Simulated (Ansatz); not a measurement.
## What a trial cell of RhPbCl3 relaxes into

The calculation used DFT PBE, scalar-relativistic, plane waves, PAW (Ansatz). Cutoff 420 eV, Γ-centred k mesh, Gaussian smearing, collinear spin, first started from parallel moments.

RhPbCl3 was placed on the cubic perovskite structure type (Pm-3m, No. 221), with Rh in place of Sr, Pb in place of Ti, Cl in place of O, at a guessed volume.

```yaml
crystal:
  lattice:
    - [4.86369, 0.00000, 0.00000]
    - [0.00000, 4.86369, 0.00000]
    - [0.00000, 0.00000, 4.86369]
  atoms:
    - { symbol: Rh, position: [0.00000, 0.00000, 0.00000] }
    - { symbol: Pb, position: [0.50000, 0.50000, 0.50000] }
    - { symbol: Cl, position: [0.00000, 0.50000, 0.50000] }
    - { symbol: Cl, position: [0.50000, 0.00000, 0.50000] }
    - { symbol: Cl, position: [0.50000, 0.50000, 0.00000] }
```

Cell and atoms relax at zero pressure; the relaxation can't lower the symmetry of the start. After a coarse first stage the cell is made exact in the group found at 0.06 Å.

The zero of energy is the elements' standard structures at the same level (Cl₂ as a molecule); no fitted shifts are applied.

Question: Describe the relaxed structure.

Answer: It keeps Pm-3m (No. 221). The result still has the cubic perovskite structure. Conventional cell: a = 5.586 Å. Rh is coordinated by 12 Cl at 3.95 Å; Pb is coordinated by 6 Cl at 2.79 Å; Cl is coordinated by 2 Pb at 2.79 Å.

```cif
data_structure
_symmetry_space_group_name_H-M 'Pm-3m'
_symmetry_Int_Tables_number 221
_cell_length_a 5.5858
_cell_length_b 5.5858
_cell_length_c 5.5858
_cell_angle_alpha 90.000
_cell_angle_beta 90.000
_cell_angle_gamma 90.000
_cell_volume 174.28
loop_
_atom_site_label
_atom_site_type_symbol
_atom_site_symmetry_multiplicity
_atom_site_Wyckoff_symbol
_atom_site_fract_x
_atom_site_fract_y
_atom_site_fract_z
_atom_site_occupancy
Rh1 Rh 1 a 0.00000 0.00000 0.00000 1
Pb1 Pb 1 b 0.50000 0.50000 0.50000 1
Cl1 Cl 3 c 0.00000 0.50000 0.50000 1
```

Question: What are its volume, energy, gap and moment?

Answer: The volume per atom is 34.86 Å³, the density is 3.97 g/cm³ and the energy over the elements is 0.11 eV/atom. The gap on the 8×8×8 mesh is 0 eV (a metal), the net moment per atom is 0.38 μB and the largest site moment is 1.82 μB.

The final run used a 8×8×8 mesh on its 5-atom cell and 0.10 eV smearing. The k mesh leaves about 4 meV/atom of noise in metals. Spin–orbit coupling is left out. Symmetry constrained the relaxation, so the result can be a saddle point. The steps took of the order of 2.6 core-minutes in all.

Symmetry holds off the tilts and polar distortions that many cubic perovskites undergo.